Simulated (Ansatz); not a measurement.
Calculated with Ansatz (gas phase, PBE0-D4/def2-TZVP geometries, no zero-point term in ΔE). CCSD(T)/CBS is the MP2 limit (def2-TZVPP, def2-QZVPP) plus CCSD(T) − MP2 in def2-TZVPP, frozen cores. This one scheme is used for every species. Functionals use def2-TZVPP. One conformer a species, not always the lowest.

Consider the substitution at a C–C bond: `C#CCOCF` + `SS` → `C#CSS` + `COCF`.

| level | ΔE (eV) |
| --- | --- |
| PBE-D4 | 0.00 |
| r2SCAN-D4 | 0.03 |
| B2PLYP | 0.06 |
| PBE | 0.00 |
| r2SCAN | 0.02 |
| SCS-MP2/def2-TZVPP | 0.08 |
| CCSD/def2-TZVPP | 0.16 |
| HF/def2-QZVPP | 0.21 |

Problem. What does CCSD(T)/CBS give? (Estimate.)

Solution. Computed: +0.12 eV. The listed levels differ from it by -0.12, -0.09, -0.06, -0.12, -0.10, -0.04, 0.04, 0.09 eV.

Largest T1 diagnostic among the species: 0.014.

In def2-TZVPP, CCSD(T) changes the Hartree–Fock value by −0.08 eV (the triples alone add −0.04 eV) and MP2 by −0.14 eV. From PBE to PBE0 (25 % exact exchange), in def2-TZVPP and without D4, ΔE moves by +0.07 eV.
